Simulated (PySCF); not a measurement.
# POH₂: relaxation and vibrations of the doublet

Aim: relax POH₂ as a doublet from a trigonal planar start, check by its vibrations whether the end is a minimum, and collect its spectrum and constants.

Computed with PySCF 2.14.0. Level: PBE0, basis P def2-TZVP, O def2-TZVP, H def2-TZVP, no relativity, density fitting.

## (1) The system as given

4 atoms, charge 0, spin multiplicity 2.

Bond lengths: P1–O2 1.590 Å, P1–H3 1.430 Å, P1–H4 1.430 Å. Angles: O2–P1–H3 120.0°, O2–P1–H4 120.0°, H3–P1–H4 120.0°.

Coordinates in bohr (charge 0 multiplicity 2):
```
P    -0.9255    0.0000    0.0000
O     2.0792    0.0000    0.0000
H    -2.2767    2.3403    0.0000
H    -2.2767   -2.3403    0.0000
```

## (2) The SCF at the typed geometry

One driver script runs all steps and calls PySCF; scf.py shows how it sets up the SCF of each step. The optimiser is the driver's own. After this first run the driver tries any further starts and a stability analysis.

File scf.py:

```python
from pyscf import gto, scf, dft
mol = gto.M(atom='''
P     -0.489770    -0.000000     0.000000
O      1.100250     0.000000     0.000000
H     -1.204770     1.238420     0.000000
H     -1.204760    -1.238410     0.000000''',
    basis={'P': 'def2-TZVP', 'O': 'def2-TZVP', 'H': 'def2-TZVP'},
    charge=0, spin=1)
mf = dft.UKS(mol, xc='PBE0')
mf.grids.atom_grid = (50, 194)
aux = {'P': 'def2-universal-JKFIT', 'O': 'def2-universal-JKFIT', 'H': 'def2-universal-JKFIT'}
mf = mf.density_fit(auxbasis=aux)
mf.conv_tol = 1e-08
mf.diis_space = 10
mf.max_cycle = 60
mf.init_guess = 'minao'
mf.verbose = 4
mf.kernel()
```

On the command line:

```sh
OMP_NUM_THREADS=2 python axn.py task.json out
```

After this run come: Relaxing the doublet from the trigonal planar start; Hessian and properties; Leaving the saddle point; Hessian and properties.

Q: Predict the outcome of this session. Wanted: minimum; geometry; wavenumbers; dipole moment; highest occupied, lowest empty level; polar-tensor charge of P1; zero-point energy; atomisation energy; ⟨S²⟩.

**Answer**, as computed:

| quantity | value |
| --- | --- |
| minimum | doublet, Cs |
| geometry | P–H 1.422 Å (×2), P–O 1.492 Å; H–P–H 102.4°, H–P–O 114.3° (×2) |
| wavenumbers (cm⁻¹) | 781 (a'), 833 (a''), 1109 (a'), 1182 (a'), 2343 (a'), 2388 (a'') |
| dipole moment | 2.97 D |
| highest occupied, lowest empty level (either spin) | -7.20, -3.28 eV |
| polar-tensor charge of P1 | +0.67 e |
| zero-point energy | 51.7 kJ/mol |
| entropy at 298.15 K | 246.3 J/(mol K) |
| atomisation energy (no zero-point energy) | 1098 kJ/mol |
| ⟨S²⟩ | 0.757 |

In words: The trigonal planar start (C2v) ends in a minimum of Cs symmetry, after a stop at a saddle point 47.1 kJ/mol higher, from which it was pushed off along an imaginary mode. In the infrared the band at 2388 cm⁻¹ (a'', stretch) leads. Most of the spin sits on P1 (Mulliken spin 0.54, against 1 for the whole molecule). Only this shape and spin were tried, so other structures or states may lie lower.
